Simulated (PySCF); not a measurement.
Work out the structure from these simulated measurements.

Formula: C4H5NO.

- Rotational structure: rotational constants A, B, C: 9.386, 3.571, 2.629 GHz [PBE0-D3(BJ)/def2-TZVP]
- NMR, other nuclei: isotropic shieldings of nuclei other than C and H, by class: -36 (1 N), 11 (1 O) ppm [GIAO B97-2/pcSseg-2]
- 13C NMR: chemical shifts (computed TMS as zero) by class: 157.2 (1 C), 146.5 (1 C), 140.3 (1 C), 14.6 (1 C) ppm [GIAO B97-2/pcSseg-2]
- Dipole: 1.38 D [B97-2/pcSseg-2]
- 1H NMR: chemical shifts (computed TMS as zero) by class: 7.73 (1 H), 7.47 (1 H), 2.21 (3 H) ppm [GIAO B97-2/pcSseg-2]

The electronic properties come from PySCF, for the isolated species, density fitting. Levels stand in brackets. Isolated species at its PBE0-D3(BJ)/def2-TZVP geometry, gas phase. NMR classes are plain means over equivalent atoms (diastereotopic ones count apart unless rotation or inversion swaps them), as if these changed places fast.

Problem. Propose a structure and show how it fits.

Solution. Numbering: `[CH3:1][c:2]1[cH:3][o:4][cH:5][n:6]1`. Its formula, C4H5NO, gives 3 degrees of unsaturation: 1 ring and 2 π bonds in the structure found (Kekulé form). 4 carbons fall into 4 classes; from least to most shielded: aromatic CH next to a ring nitrogen [C5] (157.2 ppm), substituted aromatic carbon [C2] (146.5 ppm), aromatic CH next to a ring oxygen [C3] (140.3 ppm), benzylic-type carbon [C1] (14.6 ppm). Hydrogen classes from least to most shielded: 1 H on an aromatic CH next to a ring nitrogen, C5 (7.73 ppm), 1 H on an aromatic CH next to a ring oxygen, C3 (7.47 ppm), 3 H on a benzylic-type carbon, C1 (2.21 ppm). The other shieldings belong to: -36 ppm, pyridine-type nitrogen [N6]; 11 ppm, furan-type oxygen [O4]. The optimised geometry has point group Cs and is an asymmetric top. Structure: `CC1=COC=N1` (4-methyloxazole). Computed isomers that give other values at the same levels: `O=C=NC1CC1` (13C chemical shifts (computed TMS as zero) by class: 121.8 (1 C), 26.7 (1 C), 12.2 (2 C) ppm); `Cc1ncco1` (13C chemical shifts (computed TMS as zero) by class: 168.6 (1 C), 144.4 (1 C), 135.4 (1 C), 16.0 (1 C) ppm). The assignments are read from this structure; whether some other isomer fits the data as well wasn't checked.
